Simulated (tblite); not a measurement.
Species: C4H9OP.
Numbering: `[CH3:1]/[CH:2]=[P:3]\[CH2:4][O:5][CH3:6]` (hydrogens: H7, H8, H9 on C1; H10 on C2; H11, H12 on C4; H13, H14, H15 on C6)

Cartesian coordinates in Å at the GFN2-xTB level; atoms count from 1:
```
atom  x, y, z in Å
C1     2.0439    0.2400    0.3383
C2     1.3860    0.9976   -0.7603
P3    -0.0436    0.7149   -1.5800
C4    -0.6653   -0.8988   -0.7971
O5    -0.9224   -0.8245    0.5799
C6    -2.0212   -0.0105    0.8940
H7     2.3017    0.9193    1.1517
H8     2.9762   -0.1963   -0.0263
H9     1.4112   -0.5489    0.7320
H10    1.9229    1.8832   -1.0852
H11    0.0961   -1.6721   -0.9337
H12   -1.5702   -1.2016   -1.3471
H13   -1.8650    1.0169    0.5380
H14   -2.9438   -0.4005    0.4464
H15   -2.1109   -0.0107    1.9785
```

Computed values, GFN2-xTB/tblite, gas phase, harmonic and unscaled. This tight-binding method is rough: wavenumbers can miss measured ones by several per cent, in bad cases by 10 to 20. One conformer, not necessarily the lowest.

Harmonic wavenumbers (cm⁻¹): 51.7, 106.6, 126.7, 160.8, 213.5, 237.0, 314.7, 409.4, 473.2, 650.5, 749.0, 843.7, 865.8, 958.5, 1000.1, 1045.8, 1096.6, 1130.6, 1133.6, 1184.9, 1237.2, 1267.2, 1356.2, 1395.9, 1405.5, 1433.0, 1464.4, 1467.7, 1482.6, 1486.7, 2849.5, 2885.8, 2913.6, 2945.7, 2969.4, 2996.2, 3013.5, 3029.0, 3074.4.

A = 3982, B = 2065, C = 1649 MHz; mass 104.039 u (most abundant isotopes); point group C1, symmetry number 1.

Question: Zero-point energy?

Answer: Half the sum of the wavenumbers: 26713 cm⁻¹ = 76.38 kcal/mol.

Question: Give the ideal-gas entropy at 500 K and 1 bar in the rigid-rotor, harmonic-oscillator model (classical rotation).

Answer: Translation 42.43, rotation 29.10, vibration 36.64: S = 108.2 cal/(mol K).

Question: And Cp and H(500 K) − H(0)?

Answer: Cp = 43.17 cal/(mol K), of which vibrations give 35.22 (their classical limit is 39 R = 77.5); H(500 K) − H(0) = 13.21 kcal/mol without the zero-point energy, 9.24 from vibrations.

Question: Which modes carry the vibrational entropy at 500 K?

Answer: 51.7 cm⁻¹: 5.78; 106.6 cm⁻¹: 4.34; 126.7 cm⁻¹: 4.00; 160.8 cm⁻¹: 3.54; 213.5 cm⁻¹: 2.99; 237.0 cm⁻¹: 2.79 cal/(mol K); the other 33 give 13.21 together.

Question: Blend soft modes into free rotors: weight 1/[1 + (100 cm⁻¹/ν̃)⁴] for the oscillator and the rest for a rotor with moment μB/(μ + B), μ = h/(8π²ν), B = 10⁻⁴⁴ kg m². What vibrational entropy results?

Answer: 34.21 cal/(mol K) in place of 36.64, which changes −T·S at 500 K by +1.22 kcal/mol.

Question: What must be added to the electronic energy to get the Gibbs energy at 500 K and 1 bar?

Answer: ZPE + [H(500 K) − H(0)] − T·S = 76.38 + 13.21 − 54.09 = 35.50 kcal/mol.

Hindered rotation and anharmonicity are outside this model. Other conformers, if any are populated, would add a mixing term that is left out. The structure is chiral; the term R ln 2 for an equal mix with its mirror image is left out.

Hardware: one thread of an Arm Neoverse V2, shared host with 96 logical CPUs at a one-minute load of 18. Cost: 0.3 s of wall time. The figure is for the frequency step alone.
